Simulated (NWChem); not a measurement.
dimethylamine (C2H7N); SMILES N(C)C

Results from NWChem. Coordinates come from a PBE0/def2-SVP optimisation. B3LYP is NWChem's, with the RPA form of VWN correlation.

Problem. Estimate the computed values for B3LYP/STO-3G. Quantities: highest occupied level (eV); orbital gap (eV); dipole (D).

Solution. 
* **highest occupied level (eV)**: -3.37
* **orbital gap (eV)**: 13.47
* **dipole (D)**: 1.09
